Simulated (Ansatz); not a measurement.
**How the cohesive energy of antifluorite Mg2Ge moves with the method**

No measured value is used here.

```csv
level (code),value (eV/atom),cell (Å³/atom)
LDA (Ansatz),3.02,20.70
PBE (Ansatz),2.52,22.07
PBEsol (Ansatz),2.81,21.48
HSE06 (Ansatz),2.58,21.66
PBE0 (Ansatz),2.57,21.61
Hartree–Fock (Ansatz),1.55,22.72
```

Free atoms are spin-polarised, in the lowest state found; at levels without +SOC their spin–orbit coupling is left out.  Each level is taken at its own relaxed cell. Cutoffs and k meshes differ between the levels. Ansatz's density-functional and Hartree–Fock values are scalar-relativistic unless marked +SOC, with PAW data made under PBE.

Ansatz is an electronic-structure program.
